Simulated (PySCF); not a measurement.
One molecule, one basis, several functionals.

Compound: CH2PH, CH3P.
SMILES: `C=P`

PySCF, def2-SVPD basis, density fitting, gas phase, PBE0-D3(BJ)/def2-SVP geometry; singlet excitations by full TDDFT with frozen cores, triplets by Tamm–Dancoff TDDFT and ionisation energies by ΔSCF, from the lowest of the holes tried. One functional is left out:

| functional | exact exchange (%) | HOMO energy (eV) | LUMO energy (eV) | lowest singlet excitation (eV) | lowest triplet excitation (eV) | dipole moment (D) | mean polarisability (au) | vertical ionisation energy (eV) |
| --- | --- | --- | --- | --- | --- | --- | --- | --- |
| LDA | 0 | -6.78 | -2.84 | 4.43 | 3.36 | 0.913 | 40.3 | 10.46 |
| PBE | 0 | -6.74 | -2.67 | 4.53 | 3.10 | 0.903 | 39.9 | 10.32 |
| PBE0 | 25 | -7.81 | -1.77 | 4.70 | 2.89 | 0.936 | 39.6 | 10.20 |
| BHandHLYP | 50 | -8.61 | -0.72 | 4.89 | 2.75 | 0.894 | 39.5 | 9.93 |

Problem. Predict the row of B3LYP (20 % exact exchange) by straight lines through the other rows, and check it.

Solution. 
```csv
property,line,computed,computed − line,"PBE0 (25 %), for comparison"
HOMO energy (eV),-7.53,-7.55,-0.02,-7.81
LUMO energy (eV),-1.95,-1.95,0.00,-1.77
lowest singlet excitation (eV),4.65,4.69,+0.04,4.70
lowest triplet excitation (eV),3.01,2.99,-0.02,2.89
dipole moment (D),0.911,0.863,-0.048,0.936
mean polarisability (au),39.8,39.7,-0.1,39.6
vertical ionisation energy (eV),10.22,10.24,+0.02,10.20
```
